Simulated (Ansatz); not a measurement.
The input, for Ansatz 0.2.0:

```yaml
crystal:
  periodic: [false, false, false]
  atoms:
    - {symbol: Al, position_ang: [0.000000, 0.000000, 0.455313]}
    - {symbol: Al, position_ang: [0.000000, 0.000000, -2.221625]}
    - {symbol: H, position_ang: [0.000000, 0.000000, 1.766313]}
basis:
  gaussian: {orbitals: cc-pVDZ}
magnetization: {spin_polarized: false, initial_magnetization: 1}
correlation: {method: fic_mrcisd_q_relaxed, electrons: outside_noble_gas, active_space: {window: {electrons: 3, orbitals: 7}}}
```

```sh
$ ansatz run in.yaml --threads 1 --pin off --events-out ev --progress --plain --max-ram 2393MiB
```

The program prints:

```
406 factors; integrals over basis functions are off by at most 1.3e-3 eV
mean field evaluation 1: about -13178.3044 eV, gradient 7.2e0 eV
mean field evaluation 2: about -13178.3055 eV, gradient 7.2e0 eV
mean field evaluation 4: about -13178.7910 eV, gradient 7.2e-1 eV
mean field evaluation 8: about -13178.8054 eV, gradient 4.8e-3 eV
mean field evaluation 16: about -13178.8054 eV, gradient 1.2e-3 eV
mean field -13178.80542464 eV, -484.3121664405 hartree, gradient 6.4e-6 eV, S^2 0.750000; 4 other end points of the search recorded, 0 dependent functions left out
reference -13178.80542464 eV, -484.3121664405 hartree; 14, 13 occupied and 27, 28 virtual orbitals, 406 factors
state -13179.83321428 eV, -484.3499370130 hartree
contracted CI cycle   1: correlation 0.00000000 eV, 0.0000000000 hartree, residual 9.85e0 eV
contracted CI cycle   2: correlation -2.35119638 eV, -0.0864048734 hartree, residual 1.70e0 eV
contracted CI cycle   3: correlation -2.45096366 eV, -0.0900712532 hartree, residual 6.70e-1 eV
contracted CI cycle   4: correlation -2.46658441 eV, -0.0906453052 hartree, residual 3.03e-1 eV
contracted CI cycle   5: correlation -2.46988521 eV, -0.0907666073 hartree, residual 1.23e-1 eV
contracted CI cycle   6: correlation -2.47042790 eV, -0.0907865507 hartree, residual 5.28e-2 eV
contracted CI cycle   7: correlation -2.47053885 eV, -0.0907906280 hartree, residual 2.81e-2 eV
contracted CI cycle   8: correlation -2.47057011 eV, -0.0907917770 hartree, residual 1.50e-2 eV
contracted CI cycle   9: correlation -2.47057940 eV, -0.0907921182 hartree, residual 7.89e-3 eV
contracted CI cycle  10: correlation -2.47058171 eV, -0.0907922033 hartree, residual 3.42e-3 eV
contracted CI cycle  11: correlation -2.47058211 eV, -0.0907922181 hartree, residual 1.28e-3 eV
state -13179.83321428 eV, -484.3499370130 hartree; corrected -13182.52327580 eV, -484.4487949503 hartree
Total energy: -13182.52327580 eV, -484.4487949503 hartree
```

Ran on 1 thread of Intel Xeon Platinum 8488C, shared host: 2.3 s wall, 0.15 GiB peak host memory.
